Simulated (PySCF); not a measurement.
**Which functional comes closest?**

Molecule: `OP(=O)(O)O`, H₃O₄P.

Bonds (- single, = double, # triple, : aromatic): O1=P2 1.471 Å, P2-O3 1.613 Å, P2-O4 1.611 Å, P2-O5 1.600 Å. O3 carries H6; O4 carries H7; O5 carries H8.

Geometry PBE0-D3(BJ)/def2-SVP throughout; GIAO in PySCF 2.14.0 with density-fitted response routines, gas phase, one conformer, non-relativistic; equivalent atoms averaged; basis pcSseg-2.

Reference values (measured; E. Pretsch, P. Bühlmann, M. Badertscher, Structure Determination of Organic Compounds, 4th ed., Springer 2009): δ(P2) = 0.0 ppm vs 85 % H3PO4. Computed shifts are taken against H3PO4, calculated as an isolated molecule at each level.

Q: How do the functionals HF, LDA, PBE, BLYP, BP86, OPBE, KT2, KT3, B97-D, B3LYP, PBE0, mPW1PW91 perform against the reference? Times are CPU seconds on 1 thread of an Arm Neoverse V1, shared host; the GGAs took longer than the global hybrids here, which isn't the general rule, and the cause wasn't traced.

A: 
```csv
functional,kind,P2,abs. error P,core-s
HF,Hartree–Fock,-2.6,2.6,9.1
LDA,LDA,-2.5,2.5,21
PBE,GGA,-2.3,2.3,24
BLYP,GGA,-2.4,2.4,25
BP86,GGA,-2.3,2.3,25
OPBE,GGA,-2.0,2.0,25
KT2,GGA,-2.0,2.0,27
KT3,GGA,-2.0,2.0,27
B97-D,GGA,-2.3,2.3,25
B3LYP,global hybrid,-2.5,2.5,17
PBE0,global hybrid,-2.4,2.4,18
mPW1PW91,global hybrid,-2.4,2.4,16
```

For ³¹P the closest is OPBE (2.0 ppm, with KT2, KT3, PBE, BP86, B97-D practically level) and the furthest HF (2.6 ppm). One molecule is a small sample, and vibrational and solvent effects are absent from the calculation.
